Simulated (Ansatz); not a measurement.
# Yttrium, hcp under r²SCAN: from relaxation to bulk modulus

The plan for yttrium in the hcp structure: relax it, solve it on a dense k-mesh, switch on spin-orbit coupling, then scale the cell to 7 volumes from 88 to 112 % of the relaxed one and try a fit of the equation of state. The start is ferromagnetic. The k-meshes are 10×10×6 for the relaxation; 16×16×9 for the dense run; 10×10×6 for spin-orbit coupling; 16×16×9 for the volumes. The starting cell is the deposited one, from the Crystallography Open Database.

Method: DFT r2SCAN, plane waves (500 eV) with PAW, scalar-relativistic; PAW files made under PBE, frozen cores solved again for the functional, in Ansatz 0.2.0.

## Step 1: The structure to begin with

The structure is hexagonal, space group P6_3/mmc (No. 194). Conventional cell: a = 3.647 Å, b = 3.647 Å, c = 5.731 Å, α = 90.00°, β = 90.00°, γ = 120.00°. Y (site symmetry -6m2) is surrounded by 12 Y at 3.56 to 3.65 Å.

Structure file:

```cif
data_structure
_symmetry_space_group_name_H-M 'P 1'
_symmetry_Int_Tables_number 1
_cell_length_a 3.6474
_cell_length_b 3.6474
_cell_length_c 5.7306
_cell_angle_alpha 90.000
_cell_angle_beta 90.000
_cell_angle_gamma 120.000
_cell_volume 66.02
loop_
_atom_site_label
_atom_site_type_symbol
_atom_site_fract_x
_atom_site_fract_y
_atom_site_fract_z
_atom_site_occupancy
Y1 Y 0.33333 0.66667 0.25000 1
Y2 Y 0.66667 0.33333 0.75000 1
```

The atoms start with moments of +1 ×2 μB.

## Step 2: Relaxing cell and atoms

input.yaml reads:

```yaml
crystal:
  lattice:
    - [3.647399542, 0.0, 0.0]
    - [-1.823699771, 3.1587406611, 0.0]
    - [0.0, 0.0, 5.7306]
  atoms:
    - { symbol: "Y", position: [0.3333333333, 0.6666666667, 0.25], spin: 1.0 }
    - { symbol: "Y", position: [0.6666666667, 0.3333333333, 0.75], spin: 1.0 }
hamiltonian:
  xc: r2scan
  pseudopotentials:
    kind: paw
    azcp:
      "Y": "pseudopotentials/Y.paw.azcp"
basis:
  ecutwfc: 500
  fft_grid_basis: typed
kpoints:
  mp_grid: { grid: [10, 10, 6], shift: [0, 0, 0] }
magnetization:
  spin_polarized: true
scf:
  occupations: { method: fermi_dirac, width: 0.05 }
relax:
  max_steps: 60
  f_tol: 0.01
  cell: {}
```

After this run come: Single point on a dense mesh; Spin-orbit coupling switched on; The cell scaled to 88 % of its volume; The cell scaled to 92 % of its volume; The cell scaled to 96 % of its volume; The cell scaled to 100 % of its volume; The cell scaled to 104 % of its volume; The cell scaled to 108 % of its volume; The cell scaled to 112 % of its volume.

What does the calculation give? Wanted: space group; conventional cell; volume; shortest distance; gap on the mesh; magnetic state; magnetic state with spin-orbit coupling; V₀, B₀, B₀′.

**Answer**, as computed:

| quantity | value |
| --- | --- |
| space group (spins left aside) | P6_3/mmc (No. 194) |
| conventional cell | a = 3.640 Å, c = 5.877 Å (c/a = 1.614) |
| volume | 33.723 Å³/atom |
| shortest distance | 3.613 Å |
| against the deposited volume | +2.2 % (33.012 Å³/atom) |
| gap on the mesh | none (levels filled in part) |
| magnetic state | ferromagnetic, up to 0.40 μB per atom |
| magnetic state with spin-orbit coupling | ferromagnetic, up to 0.21 μB per atom |
| V₀, B₀, B₀′ | 33.744 Å³/atom, 41 GPa, 2.9 |

What this shows: r²SCAN puts the volume 2.2 % above the deposited one. Zero-point motion and any thermal expansion in the deposited cell, which the calculation lacks, would widen the miss. It ends ferromagnetic, with up to 0.40 μB per atom. Levels at the Fermi energy are filled in part, as in a metal. In the spin-orbit run the largest spin moment goes from 0.40 to 0.21 μB; mesh and site projection of the two kinds of run can differ, so the change can't be laid on spin-orbit coupling. Totals with and without spin-orbit coupling (+4.7 eV/atom apart) can't be read as binding, since the two-component data shift the zero of energy. B₀ comes out at 41 GPa; letting shape and positions relax at each volume could only lower it.
